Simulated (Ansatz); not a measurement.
## A relaxation, step by step

CH7NSi, closed shell, BHLYP-D4/def2-SVP (Ansatz 0.2.0). Settings:

```yaml
hamiltonian: {xc: {name: BHLYP}, dispersion: d4}
relax: {f_tol: 0.01, max_steps: 60, escape_saddle: false}
```

Start, the saddle point found with PBE0-D4 in triple zeta (not stationary at another level):

Si1  (-0.739, 0.170, 0.433)
C2  (0.895, 1.101, 0.577)
H3  (-1.302, -1.362, 0.409)
N4  (-0.488, -1.354, -0.663)
H5  (-1.578, 0.962, -0.524)
H6  (1.621, 0.553, 1.180)
H7  (1.319, 1.275, -0.418)
H8  (0.732, 2.072, 1.053)
H9  (0.228, -2.013, -0.391)
H10  (-0.687, -1.404, -1.657)
(Å)

| step | energy less the last (meV) | largest force component (eV/Å) |
| --- | --- | --- |
| 1 | 1736.6 | 0.243 |
| 2 | 1728.2 | 0.388 |
| 3 | 1708.5 | 0.695 |
| 4 | 1266.2 | 2.228 |
| 5 | 833.9 | 2.489 |
| 6 | 592.6 | 4.253 |
| 7 | 201.7 | 1.867 |
| 8 | 55.3 | 0.758 |
| 9 | 21.0 | 0.492 |
| 10 | 7.2 | 0.185 |
| 11 | 4.4 | 0.200 |
| 12 (rejected trial) | 7.1 | 0.305 |
| 13 | 1.9 | 0.028 |
| 14 | 1.1 | 0.035 |
| 15 | 0.9 | 0.127 |
| 16 | 0.0 | 0.014 |
| 17 | 0.0 | 0.003 |

Step 4, positions (Å) and forces (eV/Å):

```csv
atom,x,y,z,Fx,Fy,Fz
Si1,-0.794,0.234,0.525,0.471,1.101,1.121
C2,0.898,1.111,0.545,0.077,0.154,-0.195
H3,-1.328,-1.413,0.190,0.879,-1.125,-2.228
N4,-0.486,-1.368,-0.596,-0.975,-0.381,1.278
H5,-1.582,0.978,-0.505,0.118,0.007,-0.340
H6,1.663,0.513,1.065,-0.215,0.136,-0.095
H7,1.271,1.371,-0.459,-0.029,-0.027,0.226
H8,0.770,2.045,1.115,0.113,-0.144,-0.124
H9,0.172,-2.071,-0.266,-0.039,0.361,-0.123
H10,-0.584,-1.398,-1.614,-0.400,-0.083,0.480
```

Step 5, positions (Å) and forces (eV/Å):

```json
{"atom": "Si1", "x": "-0.792", "y": "0.232", "z": "0.608", "Fx": "0.058", "Fy": "1.323", "Fz": "0.432"}
{"atom": "C2", "x": "0.894", "y": "1.122", "z": "0.556", "Fx": "0.229", "Fy": "-0.040", "Fz": "-0.170"}
{"atom": "H3", "x": "-1.354", "y": "-1.546", "z": "0.131", "Fx": "1.365", "Fy": "-0.641", "Fz": "-2.489"}
{"atom": "N4", "x": "-0.531", "y": "-1.349", "z": "-0.583", "Fx": "-0.949", "Fy": "-0.901", "Fz": "2.043"}
{"atom": "H5", "x": "-1.471", "y": "0.937", "z": "-0.546", "Fx": "-0.108", "Fy": "0.065", "Fz": "0.064"}
{"atom": "H6", "x": "1.645", "y": "0.548", "z": "1.113", "Fx": "0.017", "Fy": "0.093", "Fz": "-0.013"}
{"atom": "H7", "x": "1.277", "y": "1.317", "z": "-0.455", "Fx": "-0.021", "Fy": "-0.004", "Fz": "0.123"}
{"atom": "H8", "x": "0.790", "y": "2.089", "z": "1.068", "Fx": "-0.008", "Fy": "-0.118", "Fz": "-0.065"}
{"atom": "H9", "x": "0.225", "y": "-1.976", "z": "-0.304", "Fx": "-0.283", "Fy": "0.228", "Fz": "-0.212"}
{"atom": "H10", "x": "-0.683", "y": "-1.374", "z": "-1.589", "Fx": "-0.301", "Fy": "-0.005", "Fz": "0.287"}
```

Step 16, positions (Å) and forces (eV/Å):

```
atom       x       y       z      Fx      Fy      Fz
 Si1  -0.869   0.306   0.867   0.010   0.000   0.008
  C2   0.864   1.053   0.454  -0.010  -0.001   0.005
  H3  -1.420  -1.776  -0.580  -0.003   0.001  -0.004
  N4  -0.546  -1.296  -0.398  -0.007   0.008   0.001
  H5  -1.629   0.976  -0.274   0.004  -0.010  -0.002
  H6   1.670   0.550   1.001  -0.003  -0.004   0.001
  H7   1.131   1.075  -0.610   0.001   0.002  -0.002
  H8   0.865   2.094   0.800   0.003   0.005  -0.003
  H9   0.083  -1.966   0.027   0.003  -0.001   0.010
 H10  -0.149  -1.015  -1.288   0.001   0.000  -0.014
```

Last step (17):

```
10
angstrom
Si -0.8678 0.3052 0.8681
C 0.8643 1.0539 0.4542
H -1.4214 -1.7735 -0.5810
N -0.5466 -1.2955 -0.3985
H -1.6295 0.9715 -0.2732
H 1.6693 0.5506 1.0021
H 1.1321 1.0753 -0.6100
H 0.8661 2.0951 0.7993
H 0.0815 -1.9669 0.0276
H -0.1479 -1.0159 -1.2887
```

Hardware: 2 CPU threads, shared host. Wall time about 16 s.
